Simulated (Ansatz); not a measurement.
`CCCCCCC` + H₂S → `CCCCCS` + `CC`  (substitution at a C–C bond)

Calculated with Ansatz (gas phase, PBE0-D4/def2-TZVP geometries, no zero-point term in ΔE). CBS: MP2 limit from def2 TZ/QZ plus the TZ coupled-cluster correction, frozen cores. This one scheme is used for every species. Functionals use def2-TZVPP. B3LYP here is the variant with VWN-RPA as its local correlation; programs differ in this. HSE06 is defined as in plane-wave codes. Each species was taken in one conformer, which may not be the lowest.

```json
{"level": "LDA (SPW92)", "ΔE (kJ/mol)": "8.6", "difference from CCSD(T)/CBS": "-0.5"}
{"level": "PBE-D4", "ΔE (kJ/mol)": "2.6", "difference from CCSD(T)/CBS": "-6.5"}
{"level": "revPBE-D4", "ΔE (kJ/mol)": "2.4", "difference from CCSD(T)/CBS": "-6.7"}
{"level": "BLYP-D4", "ΔE (kJ/mol)": "1.4", "difference from CCSD(T)/CBS": "-7.7"}
{"level": "B97M-V", "ΔE (kJ/mol)": "7.7", "difference from CCSD(T)/CBS": "-1.4"}
{"level": "PBE0-D4", "ΔE (kJ/mol)": "5.3", "difference from CCSD(T)/CBS": "-3.8"}
{"level": "B3LYP-D4", "ΔE (kJ/mol)": "4.0", "difference from CCSD(T)/CBS": "-5.1"}
{"level": "r2SCANh-D4", "ΔE (kJ/mol)": "6.0", "difference from CCSD(T)/CBS": "-3.1"}
{"level": "r2SCAN0-D4", "ΔE (kJ/mol)": "6.9", "difference from CCSD(T)/CBS": "-2.2"}
{"level": "HSE06-D4", "ΔE (kJ/mol)": "5.1", "difference from CCSD(T)/CBS": "-4.0"}
{"level": "BHLYP-D4", "ΔE (kJ/mol)": "6.5", "difference from CCSD(T)/CBS": "-2.6"}
{"level": "CAM-B3LYP-D4", "ΔE (kJ/mol)": "8.2", "difference from CCSD(T)/CBS": "-0.9"}
{"level": "ωB97X-V", "ΔE (kJ/mol)": "7.6", "difference from CCSD(T)/CBS": "-1.5"}
{"level": "ωB97M-V", "ΔE (kJ/mol)": "7.5", "difference from CCSD(T)/CBS": "-1.6"}
{"level": "B2PLYP", "ΔE (kJ/mol)": "6.0", "difference from CCSD(T)/CBS": "-3.1"}
{"level": "PBE", "ΔE (kJ/mol)": "3.1", "difference from CCSD(T)/CBS": "-6.0"}
{"level": "revPBE", "ΔE (kJ/mol)": "1.7", "difference from CCSD(T)/CBS": "-7.4"}
{"level": "BLYP", "ΔE (kJ/mol)": "2.8", "difference from CCSD(T)/CBS": "-6.3"}
{"level": "PBE0", "ΔE (kJ/mol)": "5.7", "difference from CCSD(T)/CBS": "-3.4"}
{"level": "B3LYP", "ΔE (kJ/mol)": "5.3", "difference from CCSD(T)/CBS": "-3.8"}
{"level": "r2SCANh", "ΔE (kJ/mol)": "5.8", "difference from CCSD(T)/CBS": "-3.3"}
{"level": "r2SCAN0", "ΔE (kJ/mol)": "6.7", "difference from CCSD(T)/CBS": "-2.4"}
{"level": "HSE06", "ΔE (kJ/mol)": "5.6", "difference from CCSD(T)/CBS": "-3.5"}
{"level": "BHLYP", "ΔE (kJ/mol)": "8.5", "difference from CCSD(T)/CBS": "-0.6"}
{"level": "CAM-B3LYP", "ΔE (kJ/mol)": "8.8", "difference from CCSD(T)/CBS": "-0.3"}
{"level": "LC-ωPBE", "ΔE (kJ/mol)": "8.0", "difference from CCSD(T)/CBS": "-1.1"}
{"level": "RPA@PBE/def2-TZVPP", "ΔE (kJ/mol)": "11.5", "difference from CCSD(T)/CBS": "2.4"}
{"level": "HF/def2-SVP", "ΔE (kJ/mol)": "16.1", "difference from CCSD(T)/CBS": "7.0"}
{"level": "MP2/def2-SVP", "ΔE (kJ/mol)": "13.8", "difference from CCSD(T)/CBS": "4.7"}
{"level": "CCSD/def2-SVP", "ΔE (kJ/mol)": "17.2", "difference from CCSD(T)/CBS": "8.1"}
{"level": "CCSD(T)/def2-SVP", "ΔE (kJ/mol)": "16.4", "difference from CCSD(T)/CBS": "7.3"}
{"level": "HF/def2-TZVPP", "ΔE (kJ/mol)": "10.9", "difference from CCSD(T)/CBS": "1.8"}
{"level": "SCS-MP2/def2-TZVPP", "ΔE (kJ/mol)": "7.8", "difference from CCSD(T)/CBS": "-1.3"}
{"level": "CCSD/def2-TZVPP", "ΔE (kJ/mol)": "12.0", "difference from CCSD(T)/CBS": "2.9"}
{"level": "HF/def2-QZVPP", "ΔE (kJ/mol)": "11.3", "difference from CCSD(T)/CBS": "2.2"}
{"level": "MP2/def2-QZVPP", "ΔE (kJ/mol)": "6.7", "difference from CCSD(T)/CBS": "-2.4"}
{"level": "SCS-MP2/def2-QZVPP", "ΔE (kJ/mol)": "7.2", "difference from CCSD(T)/CBS": "-1.9"}
{"level": "HF/CBS(def2)", "ΔE (kJ/mol)": "11.4", "difference from CCSD(T)/CBS": "2.3"}
{"level": "MP2/CBS(def2)", "ΔE (kJ/mol)": "5.9", "difference from CCSD(T)/CBS": "-3.2"}
{"level": "CCSD/CBS(def2)", "ΔE (kJ/mol)": "10.7", "difference from CCSD(T)/CBS": "1.6"}
{"level": "CCSD(T)/CBS", "ΔE (kJ/mol)": "9.1", "difference from CCSD(T)/CBS": "0"}
```

Largest T1 diagnostic among the species: 0.009.

At CCSD(T), def2-SVP lies +7.3 kJ/mol from the extrapolated value and def2-TZVPP +1.3 kJ/mol. Leaving LDA and LC-ωPBE aside and taking each functional with its dispersion term where it has one, the values spread over 6.8 kJ/mol, from BLYP-D4 to CAM-B3LYP-D4. LDA lies +5.5 kJ/mol from PBE without D4.
